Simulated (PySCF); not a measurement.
Structure problem from calculated spectra and properties.

Formula: H6NPSi.

- UV, strongest line: among the 10 lowest singlet transitions: S6 at 6.88 eV (180 nm, f = 0.224) [TDDFT B3LYP/def2-SVPD]
- Polarisability: 66.1 au [B3LYP/def2-SVPD]
- Valence photoelectron: vertical ionisation energy: 9.21 eV [ΔSCF B3LYP/def2-SVPD]
- UV, first state: lowest singlet excitation: 5.90 eV (210 nm, f = 0.010) [TDDFT B3LYP/def2-SVPD]
- Dipole: 1.25 D [B3LYP/def2-SVPD]
- Rotational structure: rotational constants A, B, C: 15.014, 3.568, 3.072 GHz [PBE0-D3(BJ)/def2-SVP]
- XPS: Si2p3/2 106.9, P2p3/2 136.2, N1s 404.8, Si1s 1846.7, P1s 2149.7 eV [ΔSCF SCAN, pcX-2 on the ionised atom, pcseg-1 elsewhere, spin-free X2C, 2p3/2 from a spin–orbit splitting computed afterwards within the 2p shell]
- NMR, other nuclei: isotropic shieldings of nuclei other than C and H, by class: 252 (1 N), 361 (1 Si), 563 (1 P) ppm [GIAO CAM-B3LYP/pcSseg-2]

The electronic properties come from PySCF, for the isolated species, density fitting. Levels stand in brackets. Isolated species at its PBE0-D3(BJ)/def2-SVP geometry (one conformer only). NMR classes are plain means over equivalent atoms (diastereotopic ones count apart unless rotation or inversion swaps them), as if these changed places fast.

Problem. Give a SMILES that accounts for the data.

Solution. Numbering: `[NH2:1][SiH2:2][PH2:3]`. The other shieldings belong to: 252 ppm, silicon-bound nitrogen [N1]; 361 ppm, SiH2 silicon [Si2]; 563 ppm, three-coordinate phosphorus [P3]. The core levels belong to: Si2p3/2 106.9 eV, SiH2 silicon [Si2]; P2p3/2 136.2 eV, three-coordinate phosphorus [P3]; N1s 404.8 eV, silicon-bound nitrogen [N1]; Si1s 1846.7 eV, SiH2 silicon [Si2]; P1s 2149.7 eV, three-coordinate phosphorus [P3]. The first electron is taken from the HOMO, whose largest Löwdin shares are 0.44 on the three-coordinate phosphorus, 0.22 on the silicon-bound nitrogen, 0.15 on the SiH2 silicon and 0.05 on an Si–H hydrogen. By its constants the optimised geometry is an asymmetric top. Structure: `N[SiH2]P`. The assignments are read from this structure; whether some other isomer fits the data as well wasn't checked.

Conformer computed: `[NH2:1][SiH2:2][PH2:3]`: H–N1–Si2–P3 53°, H–N1–Si2–P3 -166°, H–P3–Si2–N1 178°, H–P3–Si2–N1 83°.
